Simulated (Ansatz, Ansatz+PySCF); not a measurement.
```
atom    x (Å)    y (Å)    z (Å)
   P   0.0274  -0.0371   0.1495
   H   1.1948  -0.0001  -0.6009
   H  -0.6180   1.0376  -0.6968
   H  -0.6345  -1.0155  -0.6784
```

RHF on singlet PH₃ was run in several spherical basis sets with Ansatz (development build ahead of 0.2.0).

(1) Rank the basis sets by the total energy that they give, lowest first, with the distance from the lowest.
A. cc-pVDZ
B. aug-cc-pVDZ
C. def2-TZVP
D. 6-31G(d)
E. 6-31G
F. STO-3G
G. cc-pVTZ
H. def2-SVP

Answers

(1) G (0.00 eV), C (0.12 eV), B (0.40 eV), A (0.45 eV), D (1.14 eV), E (2.46 eV), H (3.36 eV), F (104.98 eV).

Totals follow the description of the cores as much as that of the bonds, so this order isn't one of quality for chemistry.
